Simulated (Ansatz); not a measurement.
Two shapes of doublet NO₂.

Shape 1:

```xyz
3

N     0.0000    0.0000   -0.3148
O     0.0000    1.0929    0.1377
O     0.0000   -1.0929    0.1377
```

Shape 2:

```xyz
3

N    -0.0496   -0.0014   -0.3088
O     0.0135    1.0454    0.1458
O    -0.0122   -1.0447    0.1424
```

Basis set: def2-TZVP (spherical functions). Left uncorrelated: 3 orbitals. Charge 0, multiplicity 2.

Computed with Ansatz (development build ahead of 0.2.0); each method stands on the lowest determinant of its kind that the runs found.

Problem. Which shape is lower in energy, and by how much in each method?

Solution.

```json
{"method": "UHF", "E(2) − E(1) (eV)": "-0.035"}
{"method": "UHF-MP2", "E(2) − E(1) (eV)": "0.326"}
```

The methods disagree on the order.
